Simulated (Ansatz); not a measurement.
`O=CC#CF` + H₂ → `C#CF` + `C=O` at 500 K and 1 bar (hydrogenolysis of a C–C bond).

Calculated with Ansatz (gas phase, PBE0-D4/def2-TZVP geometries, no zero-point term in ΔE). CCSD(T)/CBS adds triple-zeta CCSD(T) − MP2 to the extrapolated MP2 energy (def2 sets, frozen cores). This one scheme is used for every species.

| species | CCSD(T)/CBS energy (Eh) | H − E (kJ/mol) | S (J/(mol·K)) |
| --- | --- | --- | --- |
| `O=CC#CF` | -289.59131 | 112.4 | 338.5 |
| H₂ | -1.17544 | 41.0 | 145.5 |
| `C#CF` | -176.38388 | 76.5 | 257.9 |
| `C=O` | -114.39408 | 87.9 | 238.5 |

H − E and S are ideal-gas, rigid-rotor, harmonic terms from PBE0-D4/def2-TZVP. The MP2-based limit puts H₂ 0.8 mEh under its directly extrapolated value; such offsets cancel only in part. 1 Eh = 2625.50 kJ/mol, R = 8.31446 J/(mol·K).

**Question.** By hand: ΔE, ΔH, ΔS and ΔG.

**Answer.** ΔE = (-176.38388) + (-114.39408) − (-289.59131) − (-1.17544) = -0.01121 Eh = -29.4 kJ/mol. Δ(H − E) = 76.5 + 87.9 − 112.4 − 41.0 = 11.0, so ΔH = -18.4 kJ/mol. ΔS = 257.9 + 238.5 − 338.5 − 145.5 = 12.4 J/(mol·K). ΔG = -18.4 − 500 × (12.4)/1000 = -24.6 kJ/mol.

**Question.** By hand: the equilibrium constant, and the temperature at which ΔG would vanish if ΔH and ΔS stayed fixed.

**Answer.** log₁₀ K = −ΔG/(RT ln 10) = 2.6. ΔH and −TΔS have one sign here, so there is no such temperature.

TΔS isn't small against ΔH here. A doubt of 5 kJ/mol in ΔE shifts log₁₀ K by 0.5 here. These are equilibria of isolated gas molecules and say nothing of rates. Largest T1 diagnostic: 0.015 (customary marks: 0.02 for closed shells, 0.045 for open ones).
